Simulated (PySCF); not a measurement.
# Atomic charges against the basis set

Species: C2H4F2.
Atom-mapped SMILES: `[CH3:1][CH:2]([F:3])[F:4]` (hydrogens: H5, H6, H7 on C1; H8 on C2)

PBE0 throughout (PySCF), one geometry, spherical d and f functions. Geometry: PBE0-D3(BJ)/def2-SVP; no solvent, vibrations or thermal averaging. Atoms taken as equivalent share a column and are averaged.

Mulliken charges (e):

| basis | functions | C1 | C2 | F3/F4 | H5/H6/H7 | H8 |
| --- | --- | --- | --- | --- | --- | --- |
| STO-3G | 24 | -0.261 | +0.156 | -0.118 | +0.092 | +0.066 |
| 6-31G | 44 | -0.545 | +0.428 | -0.316 | +0.195 | +0.163 |
| pcSseg-0 | 44 | -0.725 | +0.464 | -0.367 | +0.256 | +0.226 |
| 6-31G* | 64 | -0.605 | +0.520 | -0.323 | +0.197 | +0.138 |
| def2-SVP | 76 | -0.128 | +0.386 | -0.240 | +0.066 | +0.025 |
| cc-pVDZ | 76 | -0.121 | +0.330 | -0.212 | +0.063 | +0.024 |
| aug-cc-pVDZ | 128 | +0.210 | +1.205 | -0.454 | -0.071 | -0.292 |
| 6-311+G(2d,p) | 132 | -0.417 | +0.319 | -0.262 | +0.164 | +0.131 |
| def2-TZVP | 148 | -0.341 | +0.266 | -0.197 | +0.132 | +0.071 |
| cc-pVTZ | 176 | -0.299 | +0.348 | -0.197 | +0.106 | +0.026 |
| IGLO-III | 180 | -0.342 | +0.307 | -0.236 | +0.136 | +0.098 |

IAO charges (e):

```json
{"basis": "STO-3G", "functions": "24", "C1": "-0.438", "C2": "+0.187", "F3/F4": "-0.146", "H5/H6/H7": "+0.146", "H8": "+0.104"}
{"basis": "6-31G", "functions": "44", "C1": "-0.472", "C2": "+0.399", "F3/F4": "-0.290", "H5/H6/H7": "+0.169", "H8": "+0.146"}
{"basis": "pcSseg-0", "functions": "44", "C1": "-0.471", "C2": "+0.399", "F3/F4": "-0.283", "H5/H6/H7": "+0.166", "H8": "+0.140"}
{"basis": "6-31G*", "functions": "64", "C1": "-0.454", "C2": "+0.457", "F3/F4": "-0.302", "H5/H6/H7": "+0.158", "H8": "+0.126"}
{"basis": "def2-SVP", "functions": "76", "C1": "-0.444", "C2": "+0.458", "F3/F4": "-0.303", "H5/H6/H7": "+0.155", "H8": "+0.127"}
{"basis": "cc-pVDZ", "functions": "76", "C1": "-0.454", "C2": "+0.456", "F3/F4": "-0.302", "H5/H6/H7": "+0.158", "H8": "+0.129"}
{"basis": "aug-cc-pVDZ", "functions": "128", "C1": "-0.461", "C2": "+0.460", "F3/F4": "-0.314", "H5/H6/H7": "+0.163", "H8": "+0.138"}
{"basis": "6-311+G(2d,p)", "functions": "132", "C1": "-0.463", "C2": "+0.458", "F3/F4": "-0.314", "H5/H6/H7": "+0.164", "H8": "+0.140"}
{"basis": "def2-TZVP", "functions": "148", "C1": "-0.465", "C2": "+0.466", "F3/F4": "-0.314", "H5/H6/H7": "+0.164", "H8": "+0.136"}
{"basis": "cc-pVTZ", "functions": "176", "C1": "-0.466", "C2": "+0.465", "F3/F4": "-0.312", "H5/H6/H7": "+0.164", "H8": "+0.135"}
{"basis": "IGLO-III", "functions": "180", "C1": "-0.465", "C2": "+0.462", "F3/F4": "-0.315", "H5/H6/H7": "+0.165", "H8": "+0.139"}
```

Problem. Which scheme is steadiest as the basis changes?

Solution. Largest range over the bases for any column: IAO 0.28 e, Mulliken 1.05 e. IAO charges move least and Mulliken charges most, counted in e. Without the minimal STO-3G basis the ranges are IAO 0.07, Mulliken 0.94 e.

Problem. How much do the charges still move between the two largest bases, cc-pVTZ and IGLO-III?

Solution. At most, over all atoms: Mulliken 0.072 e, IAO 0.004 e.

Problem. What do the same runs give for the total energy, the frontier levels and the dipole moment?

Solution. 
```csv
basis,energy (Eh),HOMO (eV),LUMO (eV),μ (D)
STO-3G,-274.2019,-5.11,9.01,1.15
6-31G,-277.9510,-9.44,3.03,2.37
pcSseg-0,-277.3748,-9.46,2.38,2.40
6-31G*,-278.0142,-9.20,3.24,1.91
def2-SVP,-277.8127,-9.43,2.11,2.07
cc-pVDZ,-278.0353,-9.29,2.16,1.99
aug-cc-pVDZ,-278.0615,-9.63,-0.03,2.19
"6-311+G(2d,p)",-278.1164,-9.67,0.41,2.25
def2-TZVP,-278.1443,-9.59,1.48,2.13
cc-pVTZ,-278.1302,-9.53,1.44,2.07
IGLO-III,-278.1499,-9.64,0.92,2.18
```

The dipole is fixed by the density alone, so its range of 1.25 D shows that the density itself changes with the basis, not only its division among atoms.
